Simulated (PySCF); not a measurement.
Basis set benchmark on one molecule

Molecule: SMILES S, H₂S.

Geometry:
```tsv
atom	x (Å)	y (Å)	z (Å)
S1	-0.620	-0.013	-0.116
H2	0.308	0.921	0.179
H3	0.295	-1.005	-0.083
```

Geometry PBE0-D3(BJ)/def2-SVP throughout; GIAO in PySCF 2.14.0 with density-fitted response routines, gas phase, one conformer, non-relativistic; equivalent atoms averaged; functional PBE0.

Reference values (measured; gas; T. W. Keal, PhD thesis, Durham 2005): σ(S1) = 752.0 ppm.

Question: How do the basis sets STO-3G, 6-31G, pcSseg-0, 6-31G*, def2-SVP, cc-pVDZ, pcSseg-1, aug-cc-pVDZ, 6-311+G(2d,p), def2-TZVP, cc-pVTZ, IGLO-III, pcSseg-2, pcSseg-3 perform against the reference? Times are CPU seconds on shared hosts with different chips, so compare them loosely.

Answer: 
| basis set | functions | S1 | abs. error S | core-s |
| --- | --- | --- | --- | --- |
| STO-3G | 11 | 789.8 | 37.8 | 0.74 |
| 6-31G | 17 | 726.8 | 25.2 | 1.3 |
| pcSseg-0 | 17 | 742.4 | 9.6 | 0.55 |
| 6-31G* | 22 | 702.3 | 49.7 | 0.76 |
| def2-SVP | 28 | 750.2 | 1.8 | 0.63 |
| cc-pVDZ | 28 | 744.8 | 7.2 | 1 |
| pcSseg-1 | 34 | 710.8 | 41.2 | 0.93 |
| aug-cc-pVDZ | 45 | 759.2 | 7.2 | 1.2 |
| 6-311+G(2d,p) | 47 | 707.2 | 44.8 | 1 |
| def2-TZVP | 49 | 693.6 | 58.4 | 1.2 |
| cc-pVTZ | 62 | 725.5 | 26.5 | 1.6 |
| IGLO-III | 64 | 716.9 | 35.1 | 1.3 |
| pcSseg-2 | 71 | 705.8 | 46.2 | 0.74 |
| pcSseg-3 | 142 | 707.5 | 44.5 | 3.6 |

For ³³S the closest is def2-SVP (1.8 ppm) and the furthest def2-TZVP (58.4 ppm). Where a smaller basis beats a larger one, errors probably cancel; the largest sets show where the functional converges. One molecule is a small sample, and vibrational effects are absent from the calculation.

A small basis that lands close on one nucleus may do so by chance; judge by the trend and by all nuclei.
